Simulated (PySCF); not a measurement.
Species: [P5]- (charge -1).
Cartesian coordinates in Å at the PBE0-D3(BJ)/def2-SVP level; atoms count from 1:
```xyz
5
P5 angstrom
P      0.303   -0.829   -1.557
P      1.353   -1.147    0.238
P      0.535    0.122    1.704
P     -1.025    1.219    0.816
P     -1.166    0.635   -1.200
```

Level of theory: PySCF 2.14.0, PBE0-D3(BJ)/def2-SVP geometry optimisation, gas phase.

Masses are those of the commonest isotopes; rigid-rotor values at the optimised geometry. The values belong to one conformer.

Question: Give the principal moments of inertia and the rotational constants in MHz.

Answer: Ia = 247.97, Ib = 248.04, Ic = 496.01 u·Å²; 505379 MHz·u·Å²/I gives A = 2038, B = 2037, C = 1019 MHz.

Question: What kind of rotor is it?

Answer: An oblate symmetric top, as the point group D5h requires two equal moments; the computed ones differ by 0.03 % because the geometry is symmetric only within the optimiser's tolerance; Ray's κ = 0.999.

Question: Is it planar, by Δ = Ic − Ia − Ib?

Answer: Planar: Δ = Ic − Ia − Ib = 0.00 u·Å². For a rigid frame Δ = −2 Σ m c², so it vanishes when all atoms lie in the ab plane; here none is more than 0.01 Å from it.

The point group D5h allows no dipole (computed: 0.00 D (about the centre of mass, as the species is charged)), so a rigid rotor has no electric-dipole lines.

Whether it is a minimum is left open (no frequencies). Zero-point vibration and centrifugal distortion are left out.

Hardware: one thread, Arm Neoverse V1 (shared host). Cost: 12 s wall. These figures are those of the optimisation.
